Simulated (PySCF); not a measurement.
Si(H)2 anion (H2Si), SMILES [SiH2] (connectivity only; charge and spin as stated), charge -1, multiplicity 2.

The structure is a stationary point at PBE-D3(BJ)/def2-TZVPD. The spin state was assumed, not searched. The isomer is the one that the SMILES or the coordinates give; other isomers of the formula were not compared.

Method: PySCF with ωB97X/def2-TZVPD.

| Item | Result |
|---|---|
| total energy | -290.64223 hartree |
| point group | C2v |
| α spin, highest occupied and lowest empty level | -1.08 and 6.22 eV |
| β spin, highest occupied and lowest empty level | -2.38 and 5.28 eV |
| dipole moment about the centre of nuclear charge | 0.29 D |
| mean static polarisability | 71.1 bohr³ (10.53 Å³) |
| polarisability, principal values | 65.2, 73.1, 74.8 bohr³ |
| ⟨S²⟩ | 0.757 (pure state 0.75) |
